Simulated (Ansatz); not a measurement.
We consider diamond-structure Si, described by PBE0 in Ansatz (plane waves, PAW).

Settings: plane-wave cutoff 500 eV, 8×8×8 k mesh, gaussian smearing 0.02 eV, scalar-relativistic PAW data made under PBE.

The cell is the one relaxed with r²SCAN: a = b = c = 5.444 Å, α = β = γ = 90.00°.

Predict the band gap.


* **band gap**: 1.82 eV (on the SCF k mesh)

Measured, for comparison: band gap 1.23 eV (zero-point renormalisation of 0.06 eV added back here (the table's ZPR column); inputs from Chen et al. (2018), doi:10.1103/physrevmaterials.2.073803). Computed (rounded) less measured: band gap +0.59 eV.

Note: cell and atoms aren't relaxed at this level (pressure -0.4 GPa).

Static lattice: no zero-point or thermal effects.

Cost on a shared machine: roughly 50 core-seconds.

Ansatz is an electronic-structure program.
